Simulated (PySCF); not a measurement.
# BH2(OMe): computed shieldings and shifts

BH2(OMe), CH5BO, point group C1.

Cartesian coordinates in Å; atom numbers follow the order of the lines, from 1:
```xyz
8

B     0.4207    1.0147    0.7912
H     1.5690    0.7360    0.5023
H     0.1332    1.9143    1.5450
O    -0.5933    0.3120    0.2715
C    -0.4092   -0.7734   -0.6015
H    -0.9846   -0.5981   -1.5229
H    -0.7899   -1.6914   -0.1278
H     0.6540   -0.9141   -0.8578
```

GIAO calculations in PySCF on the PBE0-D3(BJ)/def2-SVP structure: isolated species, non-relativistic, equivalent atoms averaged; basis pcSseg-1.

(1) Give the isotropic shieldings (ppm) with PBE0, wB97X-D.

(2) And the chemical shifts, against references computed in the same way?

(3) Which part of the shielding of O4 depends on the functional?

(4) What couplings does B3LYP/pcJ-1 give?

## Answers

(1) 
```json
{"atoms": "O4", "environment": "oxygen bonded to C, B", "PBE0": "124.5", "wB97X-D": "138.1"}
{"atoms": "C5", "environment": "carbon bonded to O, 3 H", "PBE0": "120.3", "wB97X-D": "120.5"}
{"atoms": "B1", "environment": "boron bonded to O, 2 H", "PBE0": "53.8", "wB97X-D": "55.9"}
{"atoms": "H2/H3", "environment": "hydrogen on a boron bonded to O", "PBE0": "26.22", "wB97X-D": "26.47"}
{"atoms": "H6/H7/H8", "environment": "hydrogen on a carbon bonded to O", "PBE0": "27.21", "wB97X-D": "27.36"}
{"atoms": "HOMO–LUMO gap (eV)", "environment": "–", "PBE0": "8.31", "wB97X-D": "12.19"}
```

(2) 
| atoms | nucleus, reference | PBE0 | wB97X-D |
| --- | --- | --- | --- |
| O4 | $^{17}$O, H2O | 210.1 | 195.1 |
| C5 | $^{13}$C, TMS | 64.1 | 64.0 |
| B1 | $^{11}$B, BF3·OEt2 | 46.9 | 45.7 |
| H2/H3 | $^{1}$H, TMS | 5.04 | 4.91 |
| H6/H7/H8 | $^{1}$H, TMS | 4.06 | 4.02 |

(3) Diamagnetic: PBE0 393, wB97X-D 393 ppm; paramagnetic: PBE0 -268, wB97X-D -255 ppm. The diamagnetic part, set mainly by inner electrons, hardly moves; the paramagnetic part goes with low-lying magnetically allowed excitations and carries the spread.

(4) $^{1}J$(B1,H2) = 153.0, $^{1}J$(C5,H6) = 148.8, $^{1}J$(O4,C5) = 17.9, $^{1}J$(B1,O4) = -3.2, $^{2}J$(H2,H3) = 21.4, $^{2}J$(H6,H7) = -11.6, $^{2}J$(H2,O4) = -9.6, $^{2}J$(O4,H6) = -4.5, $^{3}J$(H2,C5) = 12.1, $^{3}J$(B1,H6) = 4.3 Hz (averaged over equivalent pairs; isotopes $^{11}$B, $^{1}$H, $^{13}$C, $^{17}$O).

Experimental scales use liquid or dissolved standards, which lie at an offset from isolated H2O (liquid H2O: subtract about 36 ppm).
